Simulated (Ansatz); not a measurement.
**Question.** Name a neutral molecule of C, F, N, O and H with HOMO–LUMO gap (ωB97M-V/def2-TZVPP) between 10.65 and 10.95 eV and HOMO–LUMO gap (B3LYP/def2-TZVPP) between 5.70 and 6.00 eV (Ansatz, PBE0-D4/def2-TZVP geometry).

**Answer.** `N=C(O)C=CF` (10.82 eV, 5.95 eV). Other molecules can fit too; these were computed, each in one conformer that needn't be the lowest.

B3LYP here is the variant with VWN-RPA as its local correlation; programs differ in this.
